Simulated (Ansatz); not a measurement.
## C3H3 (cyclopropenyl radical): entropy by statistical mechanics

A doublet with charge 0, relaxed at UPBE0-D4/def2-TZVP (Ansatz 0.2.0):

```xyz
6

C    -0.6725   -0.5115   -0.3892
C     0.5695    0.2367   -0.4493
C     0.1545   -0.1206    0.7375
H    -1.6842   -0.2005   -0.6494
H     1.3154    0.7277   -1.0519
H     0.3172   -0.1318    1.8023
```

Harmonic wavenumbers in cm⁻¹: 621, 722, 893, 919, 977, 989, 1042, 1262, 1684, 3092, 3263, 3308.

Masses in u: C 12.011, H 1.008. Take T = 298.15 K, p = 1 bar, R = 8.3145 J/(mol K), kT/hc = 207.22 cm⁻¹, rigid rotor and harmonic oscillator.

Q: Work out S° at 298 K.

A: 
1. Translation (Sackur–Tetrode): S = R[3/2 ln M + 5/2 ln T − 1.1517] with M = 39.057 gives 154.6 J/(mol K).
2. Rotation: principal moments 15.719, 18.728, 33.489 u Å² give A, B, C = 1.0724, 0.9001, 0.5034 cm⁻¹; the symmetry number is σ = 1; q = (√π/σ)√((kT/hc)³/ABC) = 7585; S = R(ln q + 3/2) = 86.8.
3. Vibration: with u = ν̃/207.22, each mode gives R[u/(eᵘ − 1) − ln(1 − e⁻ᵘ)]; the sum is 5.4, most from 621 cm⁻¹ (1.7), 722 cm⁻¹ (1.2), 893 cm⁻¹ (0.6).
4. Electronic: R ln 2 = 5.8, from the spin multiplicity alone.
5. Sum: 154.6 + 86.8 + 5.4 + 5.8 = 252.6 J/(mol K).

No measured value is set beside it here.
